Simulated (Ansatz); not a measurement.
Basis-set extrapolation for CH₅AlO (PBE0-D4/def2-TZVP geometry, frozen core, the Gaussian-basis code of Ansatz). Multiplicity 1, RHF reference.

```tsv
	def2-TZVPP	def2-QZVPP
HF	-357.585512	-357.598429
MP2 correlation	-0.504185	-0.541209
CCSD(T) correlation	-0.553327	not run
```

Energies in hartree. Use E(X) = E(∞) + A·exp(−7.88·√X) for Hartree–Fock and E(X) = E(∞) + B·X^(−2.97) for correlation, with X = 3 and 4, and add CCSD(T) minus MP2 of the smaller set to the MP2 limit.

Problem. What is the CCSD(T) energy at the basis-set limit?

Solution. HF limit: -357.598429 + (-0.012917) × 0.13774 = -357.60021. MP2 limit: -0.541209 + (-0.037024) × 0.74074 = -0.56863. Higher-order term: -0.553327 − (-0.504185) = -0.04914. Total: -358.21798 hartree, 49.7 kcal/mol below CCSD(T)/def2-TZVPP.
